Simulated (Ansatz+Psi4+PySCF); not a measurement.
Results of a calculation; reference values are marked as such.
## Ansatz (development build ahead of 0.2.0) run

```yaml
crystal:
  periodic: [false, false, false]
  atoms:
    - { symbol: C, position_ang: [0.0, 0.0, 0.0] }
    - { symbol: H, position_ang: [0.0, 1.07841, 0.0] }
    - { symbol: H, position_ang: [0.93393, -0.53921, 0.0] }
    - { symbol: H, position_ang: [-0.93393, -0.53921, 0.0] }
basis:
  gaussian: { orbitals: cc-pVTZ }
magnetization:
  initial_magnetization: 1
hamiltonian:
  xc: hf
correlation:
  method: ccsd_t
  frozen_orbitals: { C: 1, H: 0 }
```

The input is written out in the form of the current development build from the run's settings. Correlation on restricted open-shell orbitals is semicanonical, with singles.

Results

- Converged: yes
- Reference energy: -39.57297 hartree
- CCSD correlation energy: -0.18320 hartree
- Triples correction: -0.00479 hartree
- Total energy: -39.76096 hartree
- Spin squared of the determinant: 0.750
- Stability test: minimum among restricted orbitals
- T1 diagnostic: 0.014
- Largest doubles amplitude: 0.04
- Occupied orbitals by symmetry in an Abelian subgroup (alpha; beta): 3 A1 1 B1 1 B2; 3 A1 1 B2
